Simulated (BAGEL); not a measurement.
# singlet [BF2]+ at 6 levels

Aim: a comparison of 6 runs (HF/STO-3G, HF/cc-pVTZ, B3LYP/6-31G*, B3LYP/cc-pVTZ, PBE0/cc-pVTZ, FCI/STO-3G) of singlet [BF2]+. 

Program for the calculation: BAGEL 1.2.2.

13 further runs of the same task are left out: 13 set aside as unsound or not needed.

### Step 1. Starting point

[BF2]+: 3 atoms, total charge +1, spin state singlet. SMILES of the parent species: `F[B]F`. Geometry: relaxed at PBE0-D4/def2-TZVP. That shape belongs to the parent species and isn't relaxed for this state.

Bond lengths: F1–B2 1.306 Å, B2–F3 1.306 Å. Angles: F1–B2–F3 121.1°.

### Step 2. A single-point energy at HF/STO-3G (density fitting with qzvpp-jkfit) (run 1)

Input file input.json:

```json
{ "bagel": [

{
  "title": "molecule",
  "basis": "sto-3g",
  "df_basis": "qzvpp-jkfit",
  "angstrom": "true",
  "geometry": [
    { "atom": "F", "xyz": [    0.513100,   -1.044300,    0.160000 ] },
    { "atom": "B", "xyz": [    0.279000,    0.240500,    0.181300 ] },
    { "atom": "F", "xyz": [   -0.802900,    0.738900,   -0.354600 ] }
  ]
},
{
  "title": "hf",
  "charge": 1
},
{
  "title": "print",
  "file": "orbitals.molden",
  "orbitals": "true"
}

]}
```

Started as:

```sh
$ BAGEL_NUM_THREADS=1 BAGEL input.json > input.out
```

Output:

```text
* using 1 threads per process

  ===============================================================
  ===============================================================

  *** Geometry ***

  { "atom" : "F", "xyz" : [      0.969618,     -1.973441,      0.302356 ] },
  { "atom" : "B", "xyz" : [      0.527234,      0.454479,      0.342607 ] },
  { "atom" : "F", "xyz" : [     -1.517261,      1.396319,     -0.670097 ] },

  Number of auxiliary basis functions:      229

  Since a DF basis is specified, we compute 2- and 3-index integrals:
    o Being stored without compression. Storage requirement is 0.000 GB

  Number of basis functions:       15
  Number of electrons      :       23

    * METHOD: MOLECULE                             0.03

  *** RHF ***

  === Nuclear Repulsion ===
    55.3022842978

      * DIIS with orbital gradients will be used.

  === RHF iteration (sto-3g) ===
      0       -220.09521420          0.04296513           0.00
      1       -220.19122559          0.02233404           0.00
      2       -220.21372292          0.00207562           0.00
      3       -220.21408906          0.00022731           0.00
      4       -220.21409570          0.00006048           0.00
      5       -220.21409621          0.00001840           0.00
      6       -220.21409627          0.00000151           0.00
      7       -220.21409627          0.00000053           0.00
      8       -220.21409627          0.00000012           0.00
      9       -220.21409627          0.00000004           0.00
     10       -220.21409627          0.00000001           0.00
    * SCF iteration converged.

    * Permanent dipole moment:
           (   -0.839905,    -0.779049,    -0.552008) a.u.

    * METHOD: HF                                   0.03

    * METHOD: PRINT                                0.00

  ===============================================================
```

Run time: 0.54 s. Hardware: 1 thread of AMD EPYC 9R14 (Zen 4), shared host; peak memory 0.08 GiB.

### Step 3. A single-point energy at HF/cc-pVTZ (density fitting with qzvpp-jkfit) (run 2)

Input file input.json:

```json
{ "bagel": [

{
  "title": "molecule",
  "basis": "cc-pvtz.json",
  "df_basis": "qzvpp-jkfit",
  "angstrom": true,
  "geometry": [
    { "atom": "F", "xyz": [    0.513100,   -1.044300,    0.160000 ] },
    { "atom": "B", "xyz": [    0.279000,    0.240500,    0.181300 ] },
    { "atom": "F", "xyz": [   -0.802900,    0.738900,   -0.354600 ] }
  ]
},
{ "title": "hf", "charge": 1 },
{ "title": "print", "file": "orbitals.molden", "orbitals": true }

]}
```

The basis set cc-pVTZ is read from a file made from the Basis Set Exchange's data (not shown).

Started as:

```sh
$ BAGEL_NUM_THREADS=1 BAGEL input.json > input.out
```

Output:

```text
* using 1 threads per process

  ===============================================================
  ===============================================================

  *** Geometry ***

  { "atom" : "F", "xyz" : [      0.969618,     -1.973441,      0.302356 ] },
  { "atom" : "B", "xyz" : [      0.527234,      0.454479,      0.342607 ] },
  { "atom" : "F", "xyz" : [     -1.517261,      1.396319,     -0.670097 ] },

  Number of auxiliary basis functions:      229

  Since a DF basis is specified, we compute 2- and 3-index integrals:
    o Being stored without compression. Storage requirement is 0.015 GB

  Number of basis functions:       90
  Number of electrons      :       23

    * METHOD: MOLECULE                             0.06

  *** RHF ***

  === Nuclear Repulsion ===
    55.3022842978

      * DIIS with orbital gradients will be used.

  === RHF iteration (cc-pvtz.json) ===
      0       -223.05172306          0.02866142           0.02
      1       -223.18869557          0.02221622           0.02
      2       -223.32421181          0.00117311           0.02
      3       -223.32484550          0.00028147           0.02
      4       -223.32488615          0.00006244           0.02
      5       -223.32488873          0.00001650           0.02
      6       -223.32488896          0.00000507           0.02
      7       -223.32488898          0.00000111           0.02
      8       -223.32488899          0.00000030           0.02
      9       -223.32488899          0.00000014           0.02
     10       -223.32488899          0.00000004           0.02
     11       -223.32488899          0.00000001           0.02
     12       -223.32488899          0.00000001           0.02
    * SCF iteration converged.

    * Permanent dipole moment:
           (   -1.077460,    -0.999377,    -0.708134) a.u.

    * METHOD: HF                                   0.31

    * METHOD: PRINT                                0.03

  ===============================================================
```

Run time: 0.93 s. Hardware: 1 thread of AMD EPYC 9R14 (Zen 4), shared host; peak memory 0.08 GiB.

Run 3 isn't shown in full; the table further down has it.

### Step 4. The energy at B3LYP/cc-pVTZ (density fitting with qzvpp-jkfit) (run 4)

Input file input.json:

```json
{ "bagel" : [

{
  "title" : "molecule",
  "basis" : "cc-pvtz.json",
  "df_basis" : "qzvpp-jkfit",
  "angstrom" : true,
  "geometry" : [
    { "atom" : "F", "xyz" : [    0.513100,   -1.044300,    0.160000 ] },
    { "atom" : "B", "xyz" : [    0.279000,    0.240500,    0.181300 ] },
    { "atom" : "F", "xyz" : [   -0.802900,    0.738900,   -0.354600 ] }
  ]
},
{
  "title" : "ks",
  "xc_func" : "b3lyp",
  "charge" : 1
},
{
  "title" : "print",
  "file" : "orbitals.molden",
  "orbitals" : true
}

]}
```

The basis set cc-pVTZ is read from a file made from the Basis Set Exchange's data (not shown).

Started as:

```sh
$ BAGEL_NUM_THREADS=1 BAGEL input.json > input.out
```

Output:

```text
* using 1 threads per process

  ===============================================================
  ===============================================================

  *** Geometry ***

  { "atom" : "F", "xyz" : [      0.969618,     -1.973441,      0.302356 ] },
  { "atom" : "B", "xyz" : [      0.527234,      0.454479,      0.342607 ] },
  { "atom" : "F", "xyz" : [     -1.517261,      1.396319,     -0.670097 ] },

  Number of auxiliary basis functions:      229

  Since a DF basis is specified, we compute 2- and 3-index integrals:
    o Being stored without compression. Storage requirement is 0.015 GB

  Number of basis functions:       90
  Number of electrons      :       23

    * METHOD: MOLECULE                             0.06

  *** Kohn-Sham DFT ***

    * Removing 3809 points whose weight is below 1.00e-10
    * Grid points: 40909

  === Nuclear Repulsion ===
    55.3022842978

       - DIIS with orbital gradients will be used.

  === KS iteration (b3lyp / cc-pvtz.json) ===
      0       -194.87289472          0.16093809           0.13
      1       -192.65543436          0.22947444           0.10
      2       -210.35658656          0.13757061           0.09
[... 11 lines of this table left out ...]
     14       -224.28114167          0.00000000           0.14
    * SCF iteration converged.

    * Permanent dipole moment:
           (   -0.898227,    -0.833126,    -0.590336) a.u.

    * METHOD: KS                                   1.82

    * METHOD: PRINT                                0.03

  ===============================================================
```

It took 2.4 s on 1 thread of AMD EPYC 9R14 (Zen 4), shared host; peak memory 0.19 GiB.

Run 5 isn't shown in full; the table further down has it.

### Step 5. The energy at FCI/STO-3G (density fitting with qzvpp-jkfit) (run 6)

Input file input.json:

```json
{ "bagel": [

{
  "title": "molecule",
  "basis": "sto-3g",
  "df_basis": "qzvpp-jkfit",
  "angstrom": true,
  "geometry": [
    { "atom": "F", "xyz": [    0.513100,   -1.044300,    0.160000 ] },
    { "atom": "B", "xyz": [    0.279000,    0.240500,    0.181300 ] },
    { "atom": "F", "xyz": [   -0.802900,    0.738900,   -0.354600 ] }
  ]
},
{
  "title": "hf",
  "charge": 1
},
{
  "title": "fci",
  "nstate": 1,
  "charge": 1,
  "ncore": 3
}

]}
```

Started as:

```sh
$ BAGEL_NUM_THREADS=1 BAGEL input.json > input.out
```

Output:

```text
* using 1 threads per process

  ===============================================================
  ===============================================================

  *** Geometry ***

  { "atom" : "F", "xyz" : [      0.969618,     -1.973441,      0.302356 ] },
  { "atom" : "B", "xyz" : [      0.527234,      0.454479,      0.342607 ] },
  { "atom" : "F", "xyz" : [     -1.517261,      1.396319,     -0.670097 ] },

  Number of auxiliary basis functions:      229

[... 21 lines left out ...]
    * SCF iteration converged.
[... 1 line left out ...]
    * Permanent dipole moment:
[... 39 lines left out ...]
     * ci vector, state   0, <S^2> = 0.0000
       22222222....     0.9406410853
       22222.222...    -0.1060621272
       22222a22b...     0.0822280219
       22222b22a...     0.0822280219
       2222a222.b..    -0.0602454814
       2222b222.a..    -0.0602454814
       222222.2.2..    -0.0562451018

    * METHOD: FCI                                 11.45

  ===============================================================
```

Run time: 12 s. Hardware: 1 thread of AMD EPYC 9R14 (Zen 4), shared host; peak memory 0.41 GiB.

### Step 6. Overview of the runs

```csv
run,level,number of roots,frozen core orbitals,energy (Eh),HOMO energy (eV),LUMO energy (eV),HOMO–LUMO gap (eV),wall time
1,HF/STO-3G (density fitting with qzvpp-jkfit),–,–,-220.214096,-23.83,-6.71,17.12,0.54 s
2,HF/cc-pVTZ (density fitting with qzvpp-jkfit),–,–,-223.324889,-26.79,-9.52,17.27,0.93 s
3,"B3LYP/6-31G* (density fitting with qzvpp-jkfit, spherical functions)",–,–,-224.187742,-20.73,-13.48,7.25,1.6 s
4,B3LYP/cc-pVTZ (density fitting with qzvpp-jkfit),–,–,-224.281142,-20.95,-13.62,7.33,2.4 s
5,PBE0/cc-pVTZ (density fitting with qzvpp-jkfit),–,–,-224.050614,-21.26,-13.21,8.05,2.2 s
6,FCI/STO-3G (density fitting with qzvpp-jkfit),1,3,-220.359305,–,–,–,12 s
```

### Step 7. What came out

| quantity | value |
| --- | --- |
| run 6: total energy | -220.35931 Eh |

Against full CI in this basis: HF +145.2 mEh. Over runs 1, 2, 3, 4, 5 the HOMO–LUMO gap runs from 7.25 eV (B3LYP/6-31G*) to 17.27 eV (HF/cc-pVTZ). The two ends differ in method and basis. Totals of different functionals can't be ranked against each other. In runs 1, 6 the basis is minimal, so the values are rough. All runs together took 20 s, the longest 12 s.
